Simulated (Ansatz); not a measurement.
```yaml
crystal:
  periodic: [false, false, false]
  atoms:
    - {symbol: Al, position_ang: [-3.112975, -0.088261, 0.019857]}
    - {symbol: Ga, position_ang: [-0.500744, -0.215751, -0.025641]}
    - {symbol: P, position_ang: [1.739396, -0.551275, 0.008872]}
    - {symbol: H, position_ang: [1.874323, 0.855287, -0.003087]}
basis:
  gaussian: {orbitals: def2-TZVP}
magnetization: {spin_polarized: true, initial_magnetization: 2}
hamiltonian: {xc: pbe0}
relax: {f_tol: 0.004, max_steps: 80}
```

```sh
$ ansatz run in.yaml --threads 1 --pin off --events-out ev --progress --plain --max-ram 2176MiB
```

Steps of the relaxation (energy above the last step; positions in Å, forces in eV/Å):

```
4
step 1, 102.8 meV
Al   -3.113   -0.088    0.020    0.529   -0.015   -0.014
Ga   -0.501   -0.216   -0.026    0.488   -0.161    0.035
P     1.739   -0.551    0.009   -1.070   -0.194   -0.018
H     1.874    0.855   -0.003    0.052    0.369   -0.003
```

```
4
step 2, 17.8 meV
Al   -3.027   -0.079    0.018    0.320   -0.012   -0.010
Ga   -0.493   -0.233   -0.022    0.010   -0.035    0.020
P     1.680   -0.552    0.007   -0.327   -0.078   -0.009
H     1.839    0.864   -0.003   -0.003    0.125   -0.001
```

```
4
step 3, 5.7 meV
Al   -2.922   -0.069    0.014   -0.249    0.029   -0.001
Ga   -0.502   -0.239   -0.015    0.200   -0.041    0.006
P     1.639   -0.557    0.004    0.039    0.014   -0.004
H     1.784    0.866   -0.003    0.010   -0.002    0.000
```

```
4
step 7, 0.0 meV
Al   -2.949   -0.053    0.007   -0.001    0.000    0.000
Ga   -0.491   -0.266    0.001    0.001    0.001    0.000
P     1.660   -0.553   -0.004    0.000   -0.003    0.000
H     1.780    0.873   -0.004   -0.001    0.002    0.000
```

Close pairs at the end: P3–H4 1.431 Å, Ga2–P3 2.169 Å, Al1–Ga2 2.468 Å.

A stationary point of unrestricted PBE0 after 7 steps, with ⟨S²⟩ = 2.020 against 2.00 for a pure state; no frequencies were run, so it isn't proven a minimum. 51 s on 1 thread of AMD EPYC 9R45, shared host.
